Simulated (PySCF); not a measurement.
**ClH5: a ladder of methods**

Aim: at the PBE0 minimum of singlet ClH5, found before, compare methods on energies and levels.

Computed with PySCF 2.14.0. Level: several methods, basis Cl def2-TZVP, H def2-TZVP, no relativity, density fitting.

## 1. The system as given

6 atoms, charge 0, spin multiplicity 1.

Bond lengths: Cl1–H2 1.275 Å, Cl1–H3 1.559 Å, Cl1–H4 1.559 Å, Cl1–H5 1.559 Å, Cl1–H6 1.559 Å. Angles: H2–Cl1–H3 85.5°, H2–Cl1–H4 85.5°, H2–Cl1–H5 85.5°, H2–Cl1–H6 85.5°, H3–Cl1–H4 89.6°, H3–Cl1–H5 171.0°, H3–Cl1–H6 89.6°, H4–Cl1–H5 89.6°, H4–Cl1–H6 171.0°, H5–Cl1–H6 89.6°.

```xyz
6
charge 0 multiplicity 1
Cl    0.0000    0.0000   -0.0444
H     0.0000    0.0000    1.2303
H     1.5544    0.0000    0.0786
H     0.0000    1.5544    0.0786
H    -1.5544    0.0000    0.0786
H     0.0000   -1.5544    0.0786
```

## 2. PBE0

One driver script runs all steps and calls PySCF; scf.py shows the equivalent input of each level. Each SCF starts from the density of the minimum. The driver also runs the species with one electron less or more at the same geometry (one less: multiplicity 2, one more: multiplicity 2); their logs are not shown.

The input, scf.py:

```python
from pyscf import gto, scf, dft
mol = gto.M(atom='''
Cl     0.000000     0.000000    -0.044366
H     -0.000000    -0.000000     1.230347
H      1.554398     0.000000     0.078588
H     -0.000000     1.554398     0.078588
H     -1.554398    -0.000000     0.078588
H      0.000000    -1.554398     0.078588''',
    basis={'Cl': 'def2-TZVP', 'H': 'def2-TZVP'},
    charge=0, spin=0)
mf = dft.RKS(mol, xc='PBE0')
mf.grids.atom_grid = (99, 590)
aux = {'Cl': 'def2-universal-JKFIT', 'H': 'def2-universal-JKFIT'}
mf = mf.density_fit(auxbasis=aux)
mf.kernel()
```

The program printed:

```text
init E= -462.663336973384
  HOMO = -0.215046944807245  LUMO = -0.0422684663362425  gap/eV = 4.70154
cycle= 1 E= -462.66333697415  delta_E= -7.66e-10  |g|= 9.85e-06  |ddm|= 0.000143
  HOMO = -0.215044596344814  LUMO = -0.0422670203813134  gap/eV = 4.70152
Extra cycle  E= -462.663336974159  delta_E= -8.75e-12  |g|= 9.43e-06  |ddm|= 2.46e-05
converged SCF energy = -462.663336974159
```

This level, with the species of one electron less or more, needed 3.1 s of wall time on 4 threads, shared host.

* energy: -462.663337 Eh
* one electron less (charge +1): -462.365336 Eh (doublet, ⟨S²⟩ 0.76)
* one electron more (charge -1): -462.635489 Eh (doublet, ⟨S²⟩ 0.75)
* Mulliken charge of Cl1: +0.11 e

## 3. HF

Edit scf.py of step 2 so:

```diff
@@ -11,2 +11 @@
-mf = dft.RKS(mol, xc='PBE0')
-mf.grids.atom_grid = (99, 590)
+mf = scf.RHF(mol)
```

The program printed (excerpt; [...] marks lines left out):

```text
[... the frontier levels of the middle cycles are left out ...]
init E= -461.921908227656
  HOMO = -0.279311720874219  LUMO = 0.0851426312246447  gap/eV = 9.91731
cycle= 1 E= -461.933440649944  delta_E= -0.0115  |g|= 0.0585  |ddm|= 0.177
  HOMO = -0.292245136013992  LUMO = 0.0756734646378776  gap/eV = 10.01158
cycle= 2 E= -461.93433337353  delta_E= -0.000893  |g|= 0.0243  |ddm|= 0.111
  HOMO = -0.28831635861069  LUMO = 0.0799141527729753  gap/eV = 10.02006
cycle= 3 E= -461.93450937697  delta_E= -0.000176  |g|= 0.00859  |ddm|= 0.0256
cycle= 4 E= -461.934548129051  delta_E= -3.88e-05  |g|= 0.00171  |ddm|= 0.0203
cycle= 5 E= -461.934552464663  delta_E= -4.34e-06  |g|= 0.000673  |ddm|= 0.00808
cycle= 6 E= -461.934553417386  delta_E= -9.53e-07  |g|= 0.000265  |ddm|= 0.00453
cycle= 7 E= -461.934553600405  delta_E= -1.83e-07  |g|= 3.81e-05  |ddm|= 0.00292
cycle= 8 E= -461.934553602834  delta_E= -2.43e-09  |g|= 1.1e-05  |ddm|= 0.000315
cycle= 9 E= -461.934553602986  delta_E= -1.52e-10  |g|= 1.66e-06  |ddm|= 8.5e-05
  HOMO = -0.289426104202889  LUMO = 0.0797626928909449  gap/eV = 10.04614
Extra cycle  E= -461.93455360299  delta_E= -3.64e-12  |g|= 6.64e-07  |ddm|= 4.4e-06
converged SCF energy = -461.93455360299
```

This level, with the species of one electron less or more, took under 0.5 s.

* energy: -461.934554 Eh
* one electron less (charge +1): -461.671867 Eh (doublet, ⟨S²⟩ 0.79)
* one electron more (charge -1): -461.883173 Eh (doublet, ⟨S²⟩ 0.76)
* Mulliken charge of Cl1: +0.24 e

## 4. PBE

Edit scf.py of step 3 so:

```diff
@@ -11 +11,2 @@
-mf = scf.RHF(mol)
+mf = dft.RKS(mol, xc='PBE')
+mf.grids.atom_grid = (99, 590)
```

The program printed (excerpt; [...] marks lines left out):

```text
[... the frontier levels of the middle cycles are left out ...]
init E= -462.642845866575
  HOMO = -0.182514478790385  LUMO = -0.0795023785807309  gap/eV = 2.80310
cycle= 1 E= -462.644507812668  delta_E= -0.00166  |g|= 0.0176  |ddm|= 0.0968
  HOMO = -0.181888328285002  LUMO = -0.0779687704930403  gap/eV = 2.82780
cycle= 2 E= -462.644445598565  delta_E= 6.22e-05  |g|= 0.0238  |ddm|= 0.0366
  HOMO = -0.183032258575533  LUMO = -0.0797489719953575  gap/eV = 2.81048
cycle= 3 E= -462.644566304031  delta_E= -0.000121  |g|= 0.00318  |ddm|= 0.0262
cycle= 4 E= -462.644569251823  delta_E= -2.95e-06  |g|= 0.000954  |ddm|= 0.00617
cycle= 5 E= -462.644569486137  delta_E= -2.34e-07  |g|= 0.000141  |ddm|= 0.00093
cycle= 6 E= -462.644569493891  delta_E= -7.75e-09  |g|= 1.73e-05  |ddm|= 0.000324
cycle= 7 E= -462.644569493991  delta_E= -1e-10  |g|= 3.61e-06  |ddm|= 2.64e-05
  HOMO = -0.182745880384349  LUMO = -0.0794207220123155  gap/eV = 2.81162
Extra cycle  E= -462.644569493987  delta_E= 3.75e-12  |g|= 5.31e-06  |ddm|= 1.08e-05
converged SCF energy = -462.644569493987
```

This level, with the species of one electron less or more, took 4.7 s.

| Property | Result |
| --- | --- |
| energy | -462.644569 Eh |
| one electron less (charge +1) | -462.344432 Eh (doublet, ⟨S²⟩ 0.75) |
| one electron more (charge -1) | -462.617598 Eh (doublet, ⟨S²⟩ 0.75) |
| Mulliken charge of Cl1 | +0.11 e |

## 5. r2SCAN

Edit scf.py of step 4 so:

```diff
@@ -11 +11 @@
-mf = dft.RKS(mol, xc='PBE')
+mf = dft.RKS(mol, xc='R2SCAN')
```

The program printed (excerpt; [...] marks lines left out):

```text
[... the frontier levels of the middle cycles are left out ...]
init E= -462.793086300883
  HOMO = -0.189001414127777  LUMO = -0.0652947821997785  gap/eV = 3.36623
cycle= 1 E= -462.793900375431  delta_E= -0.000814  |g|= 0.00932  |ddm|= 0.107
  HOMO = -0.188716469167382  LUMO = -0.0661546453656641  gap/eV = 3.33508
cycle= 2 E= -462.793902466966  delta_E= -2.09e-06  |g|= 0.00475  |ddm|= 0.0125
  HOMO = -0.188197244813452  LUMO = -0.0650603717791576  gap/eV = 3.35072
cycle= 3 E= -462.793905866397  delta_E= -3.4e-06  |g|= 0.00366  |ddm|= 0.0107
cycle= 4 E= -462.793909058552  delta_E= -3.19e-06  |g|= 0.000309  |ddm|= 0.00421
cycle= 5 E= -462.793909082268  delta_E= -2.37e-08  |g|= 0.000103  |ddm|= 0.000341
cycle= 6 E= -462.793909085177  delta_E= -2.91e-09  |g|= 9.8e-06  |ddm|= 9.94e-05
cycle= 7 E= -462.793909085207  delta_E= -3e-11  |g|= 6.49e-07  |ddm|= 2.14e-05
  HOMO = -0.188402167794624  LUMO = -0.0654200443314288  gap/eV = 3.34651
Extra cycle  E= -462.793909085209  delta_E= -1.82e-12  |g|= 6.46e-07  |ddm|= 2.39e-06
converged SCF energy = -462.793909085209
```

This level, with the species of one electron less or more, took 9.6 s.

```
energy                        : -462.793909 Eh
one electron less (charge +1) : -462.493986 Eh (doublet, ⟨S²⟩ 0.76)
one electron more (charge -1) : -462.769071 Eh (doublet, ⟨S²⟩ 0.75)
Mulliken charge of Cl1        : +0.17 e
```

## 6. B3LYP

Edit scf.py of step 5 so:

```diff
@@ -11 +11 @@
-mf = dft.RKS(mol, xc='R2SCAN')
+mf = dft.RKS(mol, xc='B3LYP')
```

The program printed:

```text
init E= -462.848115384519
  HOMO = -0.211636406076259  LUMO = -0.0552342126668499  gap/eV = 4.25592
cycle= 1 E= -462.849262741913  delta_E= -0.00115  |g|= 0.00927  |ddm|= 0.0951
  HOMO = -0.213241209079342  LUMO = -0.0577818898102116  gap/eV = 4.23026
cycle= 2 E= -462.849266606939  delta_E= -3.87e-06  |g|= 0.00552  |ddm|= 0.0126
  HOMO = -0.212589842068887  LUMO = -0.0568379946036011  gap/eV = 4.23822
cycle= 3 E= -462.849272611211  delta_E= -6e-06  |g|= 0.00372  |ddm|= 0.0106
  HOMO = -0.21281152651606  LUMO = -0.0570827509775604  gap/eV = 4.23760
cycle= 4 E= -462.849275491749  delta_E= -2.88e-06  |g|= 0.000108  |ddm|= 0.00358
  HOMO = -0.212816024501912  LUMO = -0.0570936293480067  gap/eV = 4.23742
cycle= 5 E= -462.849275495426  delta_E= -3.68e-09  |g|= 2.36e-05  |ddm|= 0.0003
  HOMO = -0.212819286630353  LUMO = -0.0570949073305052  gap/eV = 4.23748
cycle= 6 E= -462.849275495701  delta_E= -2.75e-10  |g|= 7.45e-06  |ddm|= 8.18e-05
  HOMO = -0.212819699033403  LUMO = -0.0570974633280805  gap/eV = 4.23742
Extra cycle  E= -462.849275495712  delta_E= -1.08e-11  |g|= 6.12e-06  |ddm|= 2.17e-05
converged SCF energy = -462.849275495712
```

This level, with the species of one electron less or more, needed 4.4 s of wall time on 4 threads, shared host.

* energy: -462.849275 Eh
* one electron less (charge +1): -462.545686 Eh (doublet, ⟨S²⟩ 0.76)
* one electron more (charge -1): -462.824185 Eh (doublet, ⟨S²⟩ 0.75)
* Mulliken charge of Cl1: +0.17 e

## 7. TPSSh

Edit scf.py of step 6 so:

```diff
@@ -11 +11 @@
-mf = dft.RKS(mol, xc='B3LYP')
+mf = dft.RKS(mol, xc='TPSSH')
```

The program printed:

```text
init E= -462.847055255512
  HOMO = -0.201250832205488  LUMO = -0.0565904141059299  gap/eV = 3.93641
cycle= 1 E= -462.847781023065  delta_E= -0.000726  |g|= 0.00793  |ddm|= 0.113
  HOMO = -0.199638035518362  LUMO = -0.0565232577603183  gap/eV = 3.89435
cycle= 2 E= -462.847774875367  delta_E= 6.15e-06  |g|= 0.00959  |ddm|= 0.015
  HOMO = -0.199072877285918  LUMO = -0.0556051858704478  gap/eV = 3.90395
cycle= 3 E= -462.847796411605  delta_E= -2.15e-05  |g|= 0.00108  |ddm|= 0.0109
  HOMO = -0.199215148472451  LUMO = -0.0556559433237034  gap/eV = 3.90644
cycle= 4 E= -462.84779664953  delta_E= -2.38e-07  |g|= 0.000399  |ddm|= 0.00147
  HOMO = -0.199212502380878  LUMO = -0.0556843482571452  gap/eV = 3.90560
cycle= 5 E= -462.847796691798  delta_E= -4.23e-08  |g|= 3.42e-05  |ddm|= 0.000356
  HOMO = -0.199205136729738  LUMO = -0.0556786820990212  gap/eV = 3.90555
cycle= 6 E= -462.847796692195  delta_E= -3.97e-10  |g|= 4.87e-06  |ddm|= 6.71e-05
  HOMO = -0.19920434670545  LUMO = -0.0556773722194954  gap/eV = 3.90557
Extra cycle  E= -462.847796692195  delta_E= 5.68e-13  |g|= 5.49e-06  |ddm|= 1.24e-05
converged SCF energy = -462.847796692195
```

This level, with the species of one electron less or more, took 9.1 s.

| Item | Value |
| --- | --- |
| energy | -462.847797 Eh |
| one electron less (charge +1) | -462.548667 Eh (doublet, ⟨S²⟩ 0.76) |
| one electron more (charge -1) | -462.818254 Eh (doublet, ⟨S²⟩ 0.75) |
| Mulliken charge of Cl1 | +0.17 e |

## 8. HSE06

Edit scf.py of step 7 so:

```diff
@@ -11 +11 @@
-mf = dft.RKS(mol, xc='TPSSH')
+mf = dft.RKS(mol, xc='HSE06')
```

The program printed:

```text
init E= -462.682631538212
  HOMO = -0.201389955890992  LUMO = -0.0568548795114943  gap/eV = 3.93300
cycle= 1 E= -462.682660353274  delta_E= -2.88e-05  |g|= 0.00275  |ddm|= 0.0187
  HOMO = -0.201850746645768  LUMO = -0.0573854282146904  gap/eV = 3.93110
cycle= 2 E= -462.682660505654  delta_E= -1.52e-07  |g|= 0.00121  |ddm|= 0.0023
  HOMO = -0.201733672645293  LUMO = -0.0572423917646354  gap/eV = 3.93181
cycle= 3 E= -462.682660638006  delta_E= -1.32e-07  |g|= 0.000659  |ddm|= 0.00188
  HOMO = -0.201775450253287  LUMO = -0.0572894342476182  gap/eV = 3.93166
cycle= 4 E= -462.682660745459  delta_E= -1.07e-07  |g|= 3.73e-05  |ddm|= 0.000722
  HOMO = -0.201772631379733  LUMO = -0.0572865974529648  gap/eV = 3.93167
cycle= 5 E= -462.682660745855  delta_E= -3.96e-10  |g|= 9.26e-06  |ddm|= 6.58e-05
  HOMO = -0.201773959177832  LUMO = -0.0572889281539481  gap/eV = 3.93164
Extra cycle  E= -462.682660745871  delta_E= -1.61e-11  |g|= 8.01e-06  |ddm|= 2.25e-05
converged SCF energy = -462.682660745871
```

This level, with the species of one electron less or more, took 5.8 s.

```
energy                        : -462.682661 Eh
one electron less (charge +1) : -462.383825 Eh (doublet, ⟨S²⟩ 0.76)
one electron more (charge -1) : -462.655898 Eh (doublet, ⟨S²⟩ 0.75)
Mulliken charge of Cl1        : +0.12 e
```

## 9. LC-wPBE

Edit scf.py of step 8 so:

```diff
@@ -11 +11 @@
-mf = dft.RKS(mol, xc='HSE06')
+mf = dft.RKS(mol, xc='LC_WPBE')
```

The program printed (excerpt; [...] marks lines left out):

```text
[... the frontier levels of the middle cycles are left out ...]
init E= -462.675268238763
  HOMO = -0.296006323797965  LUMO = 0.0449835577789648  gap/eV = 9.27881
cycle= 1 E= -462.67767740882  delta_E= -0.00241  |g|= 0.0223  |ddm|= 0.126
  HOMO = -0.29627832328643  LUMO = 0.0458497216673986  gap/eV = 9.30978
cycle= 2 E= -462.677860129163  delta_E= -0.000183  |g|= 0.0069  |ddm|= 0.0409
  HOMO = -0.295823706039133  LUMO = 0.0467626116489275  gap/eV = 9.32225
cycle= 3 E= -462.677886299316  delta_E= -2.62e-05  |g|= 0.00352  |ddm|= 0.0133
cycle= 4 E= -462.677895796616  delta_E= -9.5e-06  |g|= 0.00134  |ddm|= 0.0125
cycle= 5 E= -462.677897737312  delta_E= -1.94e-06  |g|= 0.000586  |ddm|= 0.0048
cycle= 6 E= -462.677898753113  delta_E= -1.02e-06  |g|= 0.000107  |ddm|= 0.00654
cycle= 7 E= -462.677898784029  delta_E= -3.09e-08  |g|= 2.08e-05  |ddm|= 0.00106
cycle= 8 E= -462.677898784308  delta_E= -2.8e-10  |g|= 5.24e-06  |ddm|= 8.14e-05
  HOMO = -0.295855527397855  LUMO = 0.047004496880366  gap/eV = 9.32970
Extra cycle  E= -462.677898784334  delta_E= -2.51e-11  |g|= 2.07e-06  |ddm|= 1.87e-05
converged SCF energy = -462.677898784334
```

This level, with the species of one electron less or more, took 6.6 s.

* energy: -462.677899 Eh
* one electron less (charge +1): -462.385761 Eh (doublet, ⟨S²⟩ 0.76)
* one electron more (charge -1): -462.647830 Eh (doublet, ⟨S²⟩ 0.75)
* Mulliken charge of Cl1: +0.15 e

## 10. All levels side by side

| level | atomisation energy (kJ/mol) | vertical ionisation energy (eV) | vertical electron affinity (eV) | −ε(HOMO) (eV) | gap (eV) | dipole (D) | wall time |
| --- | --- | --- | --- | --- | --- | --- | --- |
| PBE0 | 422 | 8.11 | -0.76 | 5.85 | 4.70 | 1.00 | 3.1 s |
| HF | -108 | 7.15 | -1.40 | 7.88 | 10.05 | 1.05 | under 0.5 s |
| PBE | 493 | 8.17 | -0.73 | 4.97 | 2.81 | 0.96 | 4.7 s |
| r2SCAN | 465 | 8.16 | -0.68 | 5.13 | 3.35 | 1.00 | 9.6 s |
| B3LYP | 450 | 8.26 | -0.68 | 5.79 | 4.24 | 0.96 | 4.4 s |
| TPSSh | 483 | 8.14 | -0.80 | 5.42 | 3.91 | 0.98 | 9.1 s |
| HSE06 | 421 | 8.13 | -0.73 | 5.49 | 3.93 | 0.99 | 5.8 s |
| LC-wPBE | 320 | 7.95 | -0.82 | 8.05 | 9.33 | 1.02 | 6.6 s |

Times are for 4 threads, shared host; PBE0 starts from its own converged density, so its time is not comparable. A dash stands where a species or a free atom was not run at that level, or the quantity is not defined.

Atomisation goes to high-spin atoms in their ground configurations, run at the same level, without zero-point energy.

## 11. Outcome

| quantity | value |
| --- | --- |
| atomisation energy, range | -108 (HF) to 493 (PBE) kJ/mol |
| vertical ionisation energy, range | 7.15 (HF) to 8.26 (B3LYP) eV |
| vertical electron affinity | negative in this basis |
| orbital gap, range | 2.81 (PBE) to 10.05 (HF) eV |

**Reading.** The atomisation energy spreads over 602 kJ/mol, from HF to PBE; without a CCSD(T) value for it there is no yardstick here. A negative electron affinity (at every level) reflects the basis more than the molecule, so no ranking is made on it; without diffuse functions even a bound anion can come out this way.
